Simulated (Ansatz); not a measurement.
We consider CaB6-type LaB₆, described by PBE+SOC in Ansatz (plane waves, PAW).

Run with plane-wave cutoff 520 eV, 14×14×14 k mesh, Fermi–Dirac smearing 0.05 eV, PAW data made under PBE.

Shape and atoms are relaxed at each volume.

Pressure at four volumes; x = ln(V/10.246 Å³). One pressure is withheld.

```json
[
 {"V (Å³/atom)": "9.836", "x": "-0.0408", "P (GPa)": "7.65"},
 {"V (Å³/atom)": "10.246", "x": "0.0000", "P (GPa)": "0.00"},
 {"V (Å³/atom)": "10.451", "x": "0.0198", "P (GPa)": "-3.32"},
 {"V (Å³/atom)": "10.655", "x": "0.0391", "P (GPa)": "?"}
]
```

Pass a parabola P(x) through the three rows shown, estimate the bulk modulus and its pressure derivative near zero pressure, and predict the withheld pressure.

Slopes between the rows: (0.00 − (7.65))/(0.0000 − (-0.0408)) = -187.50 and (-3.32 − (0.00))/(0.0198 − (0.0000)) = -167.68 GPa. Their difference over the span 0.0606 is c = 19.82/0.0606 = 327.1 GPa, so P(x) = 7.65 + (-187.50)(x − (-0.0408)) + 327.1 (x − (-0.0408))(x − (0.0000)). At the middle row B = −dP/dx = −[-187.50 + 327.1 × 0.0408] = 174.2 GPa, and B′ = dB/dP = 2c/B = 3.8. At x = 0.0391 the parabola gives -6.31 GPa; the run gives -6.33 GPa. The Birch–Murnaghan fit to the energies at all volumes has B0 = 174 GPa and B′ = 3.7.

Measured, for comparison: bulk modulus 164 ± 2 GPa (room temperature, not corrected to a static lattice, isothermal; as tabulated in LaB6 under pressure, Phys. Rev. B 80, 172104 (doi 10.1103/PhysRevB.80.172104)). Computed less measured: bulk modulus +6 %.

Ansatz is an electronic-structure program.
